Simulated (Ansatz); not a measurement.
# doublet SiH3 at 6 levels

Wanted: a comparison of 6 runs (U-r2SCAN0/6-31G, RPA@PBE/3-21G, RPA@PBE/6-31G, UCCSDT(Q)/3-21G, UCCSD/6-31G, UCCSD(T)/6-31G) of doublet SiH3. 

The results are computed with Ansatz 0.2.0.

2 further runs of the same task are left out: 2 set aside as unsound or not needed.

## Step 1: The structure to begin with

SiH3 has 4 atoms, charge 0, and is taken as a doublet. SMILES of the parent species: `[SiH3-]`. The coordinates come from a PBE0-D4/def2-TZVPD relaxation. That shape belongs to the parent species and isn't relaxed for this state.

Bond lengths: Si1–H2 1.546 Å, Si1–H3 1.546 Å, Si1–H4 1.546 Å. Angles: H2–Si1–H3 94.1°, H2–Si1–H4 94.1°, H3–Si1–H4 94.1°.

## Step 2: The energy at U-r2SCAN0/6-31G (run 1)

job.yaml

```yaml
basis:
  gaussian:
    orbitals: 6-31G
crystal:
  periodic: [false, false, false]
  atoms:
    - symbol: Si
      position_ang: [0.539700, -0.050700, -0.300900]
    - symbol: H
      position_ang: [0.426600, 0.622300, 1.085900]
    - symbol: H
      position_ang: [-0.298500, -1.283700, 0.106800]
    - symbol: H
      position_ang: [-0.667800, 0.712200, -0.891800]
total_charge: 0
hamiltonian:
  xc: {name: r2SCAN0}
magnetization:
  spin_polarized: true
  initial_magnetization: 1
accuracy: high
```

Started as:

```console
$ ansatz run job.yaml --threads 1 --pin off --max-ram 2610MiB --events-out events.jsonl --progress --plain --runs-dir runs
```

Standard output:

```text
Warning: RAYON_NUM_THREADS=1 ignored (pool sized by the plan → 1); use --threads N
Functional definition: r2SCAN0
  name "r2SCAN0"
  parameter a = 0.25
  parameter k0 = 0.174
  parameter k1 = 0.065
  parameter a1 = 4.9479
  exchange = (1 - a)*r2scan_x(k0 = k0, k1 = k1, a1 = a1) + a*exact_x
  correlation = r2scan_c
414 factors; integrals over basis functions are off by at most 3.8e-9 eV
mean field evaluation 1: about -7921.8458 eV, gradient 3.4e0 eV
mean field evaluation 2: about -7921.9583 eV, gradient 1.3e0 eV
mean field evaluation 4: about -7922.0313 eV, gradient 5.3e-1 eV
mean field evaluation 8: about -7922.0355 eV, gradient 7.7e-3 eV
mean field evaluation 16: about -7922.0355 eV, gradient 4.4e-6 eV
mean field -7922.03548003 eV, -291.1294341428 hartree, gradient 5.5e-8 eV, S^2 0.752056; 0 other end points of the search recorded, 0 dependent functions left out
reference -7922.03548162 eV, -291.1294342009 hartree; 9, 8 occupied and 10, 11 virtual orbitals, 414 factors
Total energy: -7922.03548162 eV, -291.1294342009 hartree
```

Run time: 2.3 s. Hardware: 1 thread of Intel Xeon Platinum 8488C (Sapphire Rapids), shared host; peak memory 0.19 GiB.

## Step 3: A single-point energy at RPA@PBE/3-21G (run 2)

job.yaml

```yaml
crystal:
  periodic: [false, false, false]
  atoms:
    - symbol: Si
      position_ang: [0.539700, -0.050700, -0.300900]
    - symbol: H
      position_ang: [0.426600, 0.622300, 1.085900]
    - symbol: H
      position_ang: [-0.298500, -1.283700, 0.106800]
    - symbol: H
      position_ang: [-0.667800, 0.712200, -0.891800]
basis:
  gaussian: {orbitals: 3-21G.json}
magnetization: {spin_polarized: true, initial_magnetization: 1}
hamiltonian: {xc: pbe}
correlation: {method: rpa, frozen_orbitals: {H: 0, Si: 5}}
accuracy: high
```

The basis set 3-21G is read from a file made from the Basis Set Exchange's data (not shown).

Started as:

```console
$ ansatz run job.yaml --threads 1 --pin off --max-ram 2610MiB --events-out events.jsonl --progress --plain --runs-dir runs
```

Standard output:

```text
Warning: RAYON_NUM_THREADS=1 ignored (pool sized by the plan → 1); use --threads N
Functional definition: PBE
  name "PBE"
  parameter kappa = 0.804
  parameter beta = 0.06672455060314922
  exchange = pbe_x(kappa = kappa, mu = beta*pi^2/3)
  correlation = pbe_c(beta = beta)
377 factors; integrals over basis functions are off by at most 4.0e-9 eV
mean field evaluation 1: about -7877.4038 eV, gradient 5.5e0 eV
mean field evaluation 2: about -7877.3909 eV, gradient 5.5e0 eV
mean field evaluation 4: about -7877.6722 eV, gradient 1.3e0 eV
mean field evaluation 8: about -7877.6858 eV, gradient 2.8e-3 eV
mean field evaluation 16: about -7877.6858 eV, gradient 3.4e-8 eV
mean field -7877.68576760 eV, -289.4996122720 hartree, gradient 3.4e-8 eV, S^2 0.751399; 0 other end points of the search recorded, 0 dependent functions left out
5 core orbitals not correlated: weight in the atoms' cores, before any rotation towards them, 1.000 or more for the frozen orbitals, at most 0.000 for the correlated occupied ones
reference -7865.37151973 eV, -289.0470720099 hartree; 4, 3 occupied and 10, 11 virtual orbitals, 377 factors
Total energy: -7868.80497352 eV, -289.1732491092 hartree
```

Run time: 0.83 s. Hardware: 1 thread of Intel Xeon Platinum 8488C (Sapphire Rapids), shared host; peak memory 0.13 GiB.

Runs 3 to 4 aren't shown in full; the table further down has their settings and results.

## Step 4: The energy at UCCSD/6-31G (run 5)

run.yaml

```yaml
crystal:
  periodic: [false, false, false]
  atoms:
    - symbol: Si
      position_ang: [0.539700, -0.050700, -0.300900]
    - symbol: H
      position_ang: [0.426600, 0.622300, 1.085900]
    - symbol: H
      position_ang: [-0.298500, -1.283700, 0.106800]
    - symbol: H
      position_ang: [-0.667800, 0.712200, -0.891800]
basis:
  gaussian: {orbitals: 6-31G}
magnetization: {spin_polarized: true, initial_magnetization: 1}
correlation: {method: ccsd, frozen_orbitals: {H: 0, Si: 5}}
accuracy: high
scf: {omitted_lower_state_checks: [cluster_reference, increment]}
```

Started as:

```console
$ ansatz run run.yaml --threads 1 --pin off --max-ram 2610MiB --events-out events.jsonl --progress --plain --runs-dir runs
```

Standard output:

```text
Warning: RAYON_NUM_THREADS=1 ignored (pool sized by the plan → 1); use --threads N
[... 11 lines left out ...]
5 core orbitals not correlated: weight in the atoms' cores, before any rotation towards them, 1.000 or more for the frozen orbitals, at most 0.000 for the correlated occupied ones
[... 21 lines left out ...]
Total energy: -7908.06958131 eV, -290.6161968312 hartree
Checks for a lower state left out: cluster_reference, increment
```

Run time: 0.26 s. Hardware: 1 thread of Intel Xeon Platinum 8488C (Sapphire Rapids), shared host.

## Step 5: A single-point energy at UCCSD(T)/6-31G (run 6)

in.yaml

```yaml
crystal:
  periodic: [false, false, false]
  atoms:
    - {symbol: Si, position_ang: [0.539700, -0.050700, -0.300900]}
    - {symbol: H, position_ang: [0.426600, 0.622300, 1.085900]}
    - {symbol: H, position_ang: [-0.298500, -1.283700, 0.106800]}
    - {symbol: H, position_ang: [-0.667800, 0.712200, -0.891800]}
basis:
  gaussian:
    orbitals: 6-31G
magnetization:
  spin_polarized: true
  initial_magnetization: 1
correlation:
  method: ccsd_t
  frozen_orbitals: {H: 0, Si: 5}
accuracy: high
scf:
  omitted_lower_state_checks: [cluster_reference, increment]
```

Started as:

```console
$ ansatz run in.yaml --threads 1 --pin off --max-ram 2610MiB --events-out events.jsonl --progress --plain --runs-dir runs
```

Standard output:

```text
Warning: RAYON_NUM_THREADS=1 ignored (pool sized by the plan → 1); use --threads N
[... 11 lines left out ...]
5 core orbitals not correlated: weight in the atoms' cores, before any rotation towards them, 1.000 or more for the frozen orbitals, at most 0.000 for the correlated occupied ones
[... 22 lines left out ...]
Total energy: -7908.09194665 eV, -290.6170187423 hartree
Checks for a lower state left out: cluster_reference, increment
```

Run time: 0.26 s. Hardware: 1 thread of Intel Xeon Platinum 8488C (Sapphire Rapids), shared host.

## Step 6: Overview of the runs

```
run            level  frozen core orbitals  energy (Eh)   ⟨S²⟩  wall time
  1  U-r2SCAN0/6-31G                     –  -291.129434  0.752      2.3 s
  2    RPA@PBE/3-21G                     5  -289.173249  0.751     0.83 s
  3    RPA@PBE/6-31G                     5  -290.659130  0.751     0.95 s
  4  UCCSDT(Q)/3-21G                     5  -289.131243  0.754     0.56 s
  5      UCCSD/6-31G                     5  -290.616197  0.754     0.26 s
  6   UCCSD(T)/6-31G                     5  -290.617019  0.754     0.26 s
```

## Step 7: Outcome

```
                                          quantity          value
                               run 6: total energy  -290.61702 Eh
run 6: correlation energy (5 core orbitals frozen)      -73.6 mEh
                             run 6: (T) correction      -0.82 mEh
          run 6: ⟨S²⟩ of the reference determinant          0.754
                              run 6: T1 diagnostic          0.010
```

All runs together took 5.2 s, the longest 2.3 s.
